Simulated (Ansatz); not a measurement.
hcp Zr, treated with BLYP (Ansatz, a first-principles code, PAW).

Settings: plane-wave cutoff 520 eV, 24×24×12 k mesh (along the axes of the cell as run), Fermi–Dirac smearing 0.033 eV (set by the program), scalar-relativistic PAW data made under PBE.

Computed at the level's own relaxed cell.

Hill averages of the elastic tensor: K = 88.7 GPa, G = 30.1 GPa. Volume 24.166 Å³/atom, mean atomic mass 91.224 u.

Work out the density, the sound velocities of a polycrystal and the elastic Debye temperature, and Pugh's ratio at this level.

ρ = 1.66054 × 91.224/24.166 = 6.268 g/cm³. v_l = √[(K + 4G/3)/ρ] = 4.534 km/s and v_t = √(G/ρ) = 2.191 km/s. The mean follows from 3/v_m³ = 1/v_l³ + 2/v_t³: v_m = 2.463 km/s. Θ_D = (ħ/k_B) v_m (6π²/V)^(1/3) = 76.38 K Å s/km × 2.463 × 1.3482 Å⁻¹ = 254 K, counting all atoms of the cell. K/G = 2.95, to be set beside Pugh's rough bound of 1.75 between brittle and ductile metals.
